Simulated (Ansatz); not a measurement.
Input file:

```yaml
crystal:
  periodic: [false, false, false]
  atoms:
    - {symbol: S, position_ang: [0.000000, 0.000000, 0.000000]}
    - {symbol: Ga, position_ang: [0.000000, 0.000000, 2.070500]}
basis:
  gaussian: {orbitals: def2-SVPD}
total_charge: 1
magnetization: {spin_polarized: true, initial_magnetization: 2}
hamiltonian: {xc: hf}
accuracy: high
output: {forces: true, orbitals: {seedname: orbitals}}
```

```sh
$ ansatz run in.yaml --threads 1 --pin off --events-out ev --progress --plain --max-ram 2393MiB
```

The program prints:

```
1061 factors; integrals over basis functions are off by at most 4.5e-9 eV
mean field evaluation 1: about -63131.8307 eV, gradient 1.5e1 eV
mean field evaluation 2: about -63131.8782 eV, gradient 1.5e1 eV
mean field evaluation 4: about -63133.7631 eV, gradient 2.0e0 eV
mean field evaluation 8: about -63133.8330 eV, gradient 1.6e-1 eV
mean field evaluation 16: about -63133.8345 eV, gradient 5.1e-8 eV
mean field evaluation 32: about -63132.3086 eV, gradient 3.7e-1 eV
mean field -63133.83451782 eV, -2320.1256248799 hartree, gradient 5.1e-8 eV, S^2 2.021520; 0 other end points of the search recorded, 0 dependent functions left out
the calculation of the forces begins
reference -63133.83451782 eV, -2320.1256248799 hartree; 24, 22 occupied and 41, 43 virtual orbitals, 1061 factors
Total energy: -63133.83451782 eV, -2320.1256248799 hartree
Atom 0 at     0.000000     0.000000     0.000000 Å, force    -0.000000    -0.000000    -2.786029 eV/Å
Atom 1 at     0.000000     0.000000     2.070500 Å, force     0.000000     0.000000     2.786029 eV/Å
Dipole moment:     0.000000     0.000000     0.483239 e Å
```

Forces (eV/Å):
```
S    0.000  0.000 -2.786
Ga   0.000  0.000  2.786
```

Ran on 1 thread of Arm Neoverse N1, shared host: 4.5 s wall, 0.23 GiB peak host memory.
